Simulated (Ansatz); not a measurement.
**[BH2···H···GeH3], doublet: reading a ladder of total energies**

Geometry: a point of a hydrogen-transfer path between rigid fragments, not a stationary point.

```json
{"atom": "B", "x (Å)": "-2.9394", "y (Å)": "0.0000", "z (Å)": "0.0000"}
{"atom": "H", "x (Å)": "-3.5362", "y (Å)": "1.0336", "z (Å)": "0.0000"}
{"atom": "H", "x (Å)": "-3.5362", "y (Å)": "-1.0336", "z (Å)": "0.0000"}
{"atom": "H", "x (Å)": "-1.4324", "y (Å)": "0.0000", "z (Å)": "0.0000"}
{"atom": "Ge", "x (Å)": "0.5146", "y (Å)": "0.0000", "z (Å)": "0.0000"}
{"atom": "H", "x (Å)": "0.9832", "y (Å)": "-1.4659", "z (Å)": "0.0000"}
{"atom": "H", "x (Å)": "0.9832", "y (Å)": "0.7330", "z (Å)": "-1.2695"}
{"atom": "H", "x (Å)": "0.9832", "y (Å)": "0.7330", "z (Å)": "1.2695"}
```

Basis cc-pVDZ; Ansatz 0.2.0. Correlated methods freeze the noble-gas cores and the filled d shells of p-block atoms, which leaves 13 electrons in 56 orbitals. R marks a restricted (for open shells ROHF) determinant, U an unrestricted one. No spin–orbit coupling is included, and no scalar relativity.

Full CI isn't at hand for all of this; UCCSDT(Q) serves as the reference, and is uncertain by about the last step of the cluster series.

Runs differ by some tens of microhartree through their thresholds and, for an open shell, their frozen cores, so steps under 0.03 kcal/mol mean nothing.

```csv
level,total energy (hartree)
UHF,-2103.378562
UMP2,-2103.570108
UCCSD,-2103.620978
UCCSD(T),-2103.625818
UCCSDT,-2103.626987
UCCSDT(Q),-2103.627149
```

Problem. What is the correlation energy at UCCSDT(Q), and what share of it do UMP2 and UCCSD(T) recover?

Solution. E(corr) = -2103.627149 − (-2103.378562) = -0.248587 hartree = -6.764 eV. UMP2: -0.191546 / -0.248587 = 77.05 %. UCCSD(T): -0.247256 / -0.248587 = 99.46 %.

Problem. By how many kcal/mol does UCCSD(T) miss UCCSDT(Q) (1 hartree = 627.509 kcal/mol), and which steps make up the rest?

Solution. -2103.625818 − (-2103.627149) = 0.001331 hartree = 0.84 kcal/mol. Steps: UCCSDT − UCCSD(T) = -0.73, UCCSDT(Q) − UCCSDT = -0.10 kcal/mol. Differences between like states or geometries often cancel part of this.
